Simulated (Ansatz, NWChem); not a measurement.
**Predicting a hybrid from its neighbours: C3H8S2 (methyl ethyl disulfide)**

C3H8S2: 13 atoms, total charge 0, spin state singlet. As SMILES, `CCSSC`. The shape is that of a PBE0-D4/def2-TZVP optimisation. This is one conformer, not always the lowest.

The vertical energy of the triplet above the singlet y, in eV, basis cc-pVDZ; a is the functional's share of exact exchange. Programs: Ansatz 0.2.0, NWChem 7.3.0.

| functional | program | a | y (eV) |
| --- | --- | --- | --- |
| revPBE | Ansatz | 0 | 4.23 |
| BLYP | Ansatz | 0 | 4.25 |
| B3LYP | NWChem | 0.2 | 4.41 |
| PBE0 | Ansatz | 0.25 | ? |
| BHLYP | NWChem | 0.5 | 4.62 |

Q: Fit y = c + s·a to the known rows and predict PBE0.

A: 
1. Means of the 4 rows: a = 0.1750, y = 4.378.
2. Σ(Δa)² = 0.1675, Σ(Δa·Δy) = 0.12775, so the slope is 0.12775/0.1675 = 0.76269.
3. Intercept: 4.378 − (0.76269) × 0.1750 = 4.245. The largest residual of the fit is 0.015.
4. PBE0: 4.245 + (0.76269) × 0.25 = 4.44 eV.

The run gave 4.41 eV, so the prediction is off by +0.03 eV, more than the scatter of the fit.
